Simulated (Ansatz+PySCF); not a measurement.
**triplet S₂: levels of theory in one basis**

```xyz
2

S     0.0000    0.0000    0.9351
S     0.0000    0.0000   -0.9351
```

Basis set: cc-pV(T+d)Z (spherical functions). Left uncorrelated: 10 orbitals. Correlation on ROHF uses semicanonical orbitals with singles. Charge 0, multiplicity 3.

Computed with Ansatz (development build ahead of 0.2.0) and PySCF 2.14.0; each method stands on the lowest determinant of its kind that the runs found.

```csv
method,E − E(ROHF) (eV),<S²> of the determinant
ROHF,0.00,2.00
UHF,-0.41,2.05
ROHF-MP2,-9.15,–
UHF-MP2,-8.89,2.05
ROHF-CCSD(T),-10.18,–
UHF-CCSD(T),-10.17,2.05
```

What does UHF-CCSD give on the same scale?

-9.65 eV.
